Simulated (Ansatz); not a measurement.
# SiHO₂ (doublet): B2PLYP over vertical spin and charge gaps, def2-QZVPP

How well do these functionals follow the top wave-function level for SiHO₂ (doublet) over vertical spin and charge gaps?

Program: Ansatz 0.2.0, Gaussian basis. Level of theory: def2-QZVPP, all electrons in the functionals, frozen cores in the correlation of double hybrids and RPA. These are calculated values, not measurements.

The runs, in order: B2PLYP, at charge 0, doublet; charge 0, quartet; charge 1, singlet; charge 1, triplet.

2 further runs of the same task are left out: 2 set aside as unsound or not needed. Runs told in other sessions of the task aren't counted.

## 1. The system

The geometry is a PBE0/def2-TZVP stationary point (not a proven minimum).

4 atoms, charge 0, spin multiplicity 2.

Atoms are counted from 1 here; the program's logs count them from 0.

Bond lengths: O1–Si3 1.627 Å, O1–H4 0.965 Å, O2–Si3 1.525 Å. Angles: Si3–O1–H4 116.9°, O1–Si3–O2 127.5°.

No dispersion term is added.

The geometry shown and the zero of energy belong to the point charge 0, doublet. The yardstick, UCCSD(T), and other wave-function levels (R restricted, U unrestricted, valence and pair active spaces) come from earlier runs.

## 2. B2PLYP, charge 0, doublet

Input file in.yaml:

```yaml
crystal:
  periodic: [false, false, false]
  atoms:
    - {symbol: O, position_ang: [0.000000, 0.199858, 1.434628]}
    - {symbol: O, position_ang: [0.000000, 0.406627, -1.385152]}
    - {symbol: Si, position_ang: [0.000000, -0.387106, -0.083158]}
    - {symbol: H, position_ang: [0.000000, 1.159459, 1.531796]}
basis:
  gaussian: {orbitals: "def2-QZVPP.json"}
magnetization: {spin_polarized: true, initial_magnetization: 1}
hamiltonian: {xc: {name: B2PLYP}}
correlation: {electrons: outside_noble_gas}
```

On the command line:

```
$ ansatz run in.yaml --threads 1 --pin off --events-out ev --progress --plain --max-ram 2393MiB
```

Output:

```text
Functional definition: B2PLYP
  name "B2PLYP"
  cite "Grimme, J. Chem. Phys. 124, 034108 (2006) doi:10.1063/1.2148954"
  cite "Becke, Phys. Rev. A 38, 3098 (1988) doi:10.1103/PhysRevA.38.3098"
  cite "Lee, Yang & Parr, Phys. Rev. B 37, 785 (1988) doi:10.1103/PhysRevB.37.785"
  parameter a = 0.53
  parameter c = 0.27
  exchange = (1 - a)*b88_x + a*exact_x
  correlation = (1 - c)*lyp_c + c*(mp2_os + mp2_ss)
1317 factors; integrals over basis functions are off by at most 9.9e-4 eV
mean field evaluation 1: about -11971.0245 eV, gradient 5.1e1 eV
mean field evaluation 2: about -11971.0672 eV, gradient 5.1e1 eV
mean field evaluation 4: about -11978.9324 eV, gradient 1.7e1 eV
mean field evaluation 8: about -11979.9675 eV, gradient 7.4e-1 eV
mean field evaluation 16: about -11979.9737 eV, gradient 4.0e-3 eV
mean field evaluation 32: about -11977.7637 eV, gradient 3.0e0 eV
mean field -11979.97366832 eV, -440.2559119928 hartree, gradient 5.7e-6 eV, S^2 0.758965; 2 other end points of the search recorded, 0 dependent functions left out
7 core orbitals not correlated: weight in the atoms' cores, before any rotation towards them, 1.000 or more for the frozen orbitals, at most 0.000 for the correlated occupied ones
reference -11979.97379872 eV, -440.2559167852 hartree; 9, 8 occupied and 198, 199 virtual orbitals, 1317 factors
second order -20.53766749 eV of doubles, -0.00000000 eV of singles
Total energy: -11985.51896895 eV, -440.4596980322 hartree
```

Run time: 22 s. Hardware: 1 thread of Arm Neoverse V2, shared host; peak memory 0.65 GiB.

From the report: ⟨S²⟩ of the determinant 0.759 (pure doublet: 0.75).

## 3. B2PLYP, charge 0, quartet

in.yaml: that of step 2 with these lines changed.

```diff
@@ -9,3 +9,3 @@
   gaussian: {orbitals: "def2-QZVPP.json"}
-magnetization: {spin_polarized: true, initial_magnetization: 1}
+magnetization: {spin_polarized: true, initial_magnetization: 3}
 hamiltonian: {xc: {name: B2PLYP}}
```

The command is unchanged.

Output (excerpt; [...] marks lines left out):

```text
Functional definition: B2PLYP
  name "B2PLYP"
  cite "Grimme, J. Chem. Phys. 124, 034108 (2006) doi:10.1063/1.2148954"
  cite "Becke, Phys. Rev. A 38, 3098 (1988) doi:10.1103/PhysRevA.38.3098"
  cite "Lee, Yang & Parr, Phys. Rev. B 37, 785 (1988) doi:10.1103/PhysRevB.37.785"
[...]
1317 factors; integrals over basis functions are off by at most 9.9e-4 eV
[...]
mean field -11975.60937999 eV, -440.0955273549 hartree, gradient 2.3e-6 eV, S^2 3.756780; 3 other end points of the search recorded, 0 dependent functions left out
7 core orbitals not correlated: weight in the atoms' cores, before any rotation towards them, 1.000 or more for the frozen orbitals, at most 0.000 for the correlated occupied ones
reference -11975.60951396 eV, -440.0955322783 hartree; 10, 7 occupied and 197, 200 virtual orbitals, 1317 factors
second order -17.34328522 eV of doubles, -0.00000000 eV of singles
Total energy: -11980.29220097 eV, -440.2676178519 hartree
```

It took 46 s on 1 thread of Arm Neoverse V2, shared host; peak memory 0.64 GiB.

From the report: ⟨S²⟩ of the determinant 3.757 (pure quartet: 3.75).

From charge 0, doublet: +120.5 kcal/mol.

## 4. B2PLYP, charge 1, singlet

in.yaml: that of step 3 with these lines changed.

```diff
@@ -9,3 +9,4 @@
   gaussian: {orbitals: "def2-QZVPP.json"}
-magnetization: {spin_polarized: true, initial_magnetization: 3}
+total_charge: 1
+magnetization: {spin_polarized: true, initial_magnetization: 0}
 hamiltonian: {xc: {name: B2PLYP}}
```

Launched as before.

Output (excerpt; [...] marks lines left out):

```text
Functional definition: B2PLYP
  name "B2PLYP"
  cite "Grimme, J. Chem. Phys. 124, 034108 (2006) doi:10.1063/1.2148954"
  cite "Becke, Phys. Rev. A 38, 3098 (1988) doi:10.1103/PhysRevA.38.3098"
  cite "Lee, Yang & Parr, Phys. Rev. B 37, 785 (1988) doi:10.1103/PhysRevB.37.785"
[...]
1317 factors; integrals over basis functions are off by at most 9.9e-4 eV
[...]
mean field -11969.96157627 eV, -439.8879743965 hartree, gradient 2.4e-6 eV, S^2 0.619556; 7 other end points of the search recorded, 0 dependent functions left out
7 core orbitals not correlated: weight in the atoms' cores, before any rotation towards them, 1.000 or more for the frozen orbitals, at most 0.000 for the correlated occupied ones
reference -11969.96169588 eV, -439.8879787920 hartree; 8, 8 occupied and 199, 199 virtual orbitals, 1317 factors
second order -18.66477264 eV of doubles, -0.00000000 eV of singles
Total energy: -11975.00118449 eV, -440.0731765826 hartree
```

Run time: 50 s. Hardware: 1 thread of Arm Neoverse V2, shared host; peak memory 0.65 GiB.

From the report: ⟨S²⟩ of the determinant 0.620 (pure singlet: 0.00). The determinant of B2PLYP (⟨S²⟩ 0.62) is far from a pure spin state, so its energy mixes those of several spin states; that is harmless only where they are near-degenerate.

From charge 0, doublet: +242.5 kcal/mol.

## 5. B2PLYP, charge 1, triplet

in.yaml: that of step 4 with these lines changed.

```diff
@@ -10,3 +10,3 @@
 total_charge: 1
-magnetization: {spin_polarized: true, initial_magnetization: 0}
+magnetization: {spin_polarized: true, initial_magnetization: 2}
 hamiltonian: {xc: {name: B2PLYP}}
```

Same command.

Output (excerpt; [...] marks lines left out):

```text
Functional definition: B2PLYP
  name "B2PLYP"
  cite "Grimme, J. Chem. Phys. 124, 034108 (2006) doi:10.1063/1.2148954"
  cite "Becke, Phys. Rev. A 38, 3098 (1988) doi:10.1103/PhysRevA.38.3098"
  cite "Lee, Yang & Parr, Phys. Rev. B 37, 785 (1988) doi:10.1103/PhysRevB.37.785"
[...]
1317 factors; integrals over basis functions are off by at most 9.9e-4 eV
[...]
mean field -11969.36741671 eV, -439.8661394353 hartree, gradient 8.3e-6 eV, S^2 2.006817; 3 other end points of the search recorded, 0 dependent functions left out
7 core orbitals not correlated: weight in the atoms' cores, before any rotation towards them, 1.000 or more for the frozen orbitals, at most 0.000 for the correlated occupied ones
reference -11969.36753616 eV, -439.8661438254 hartree; 9, 7 occupied and 198, 200 virtual orbitals, 1317 factors
second order -17.39384098 eV of doubles, -0.00000000 eV of singles
Total energy: -11974.06387323 eV, -440.0387310292 hartree
```

Wall time 37 s (1 thread of Arm Neoverse V2, shared host); peak memory 0.6 GiB.

From the report: ⟨S²⟩ of the determinant 2.007 (pure triplet: 2.00).

From charge 0, doublet: +264.2 kcal/mol.

## 6. Against the wave-function levels

No level is safe as a reference over these points; UCCSD(T) serves as a yardstick only. It comes from earlier runs at the same points. Energies in kcal/mol, counted from charge 0, doublet; blanks weren't run or aren't comparable.

```csv
level,doublet to quartet,ionisation to the singlet cation,ionisation to the triplet cation
UCCSD(T),118.1,,264.0
B2PLYP,120.5,242.5,264.2
```

Largest miss and mean time a point (UCCSD(T) took 3.8 min a point; shared hosts):

```
 level  largest miss (kcal/mol)               where  time a point
B2PLYP                     +2.5  doublet to quartet          39 s
```

## 7. What came out

| quantity | value |
| --- | --- |
| doublet to quartet, UCCSD(T) | 118.1 kcal/mol |
| ionisation to the triplet cation, UCCSD(T) | 264.0 kcal/mol |
| largest miss, B2PLYP | +2.5 kcal/mol (doublet to quartet) |

**Reading.** Misses are known at 2 of 3 points at best, and only functionals with that many are ranked. B2PLYP strays by up to 2.5 kcal/mol, at doublet to quartet. B2PLYP clearly breaks the spin symmetry at some points (⟨S²⟩ up to 0.62 above the pure value), so energy there is bought with a mixed spin. Functionals and the yardstick converge differently with the basis, so part of each miss in def2-QZVPP is the basis. The yardstick itself may be off where one determinant is a poor start.
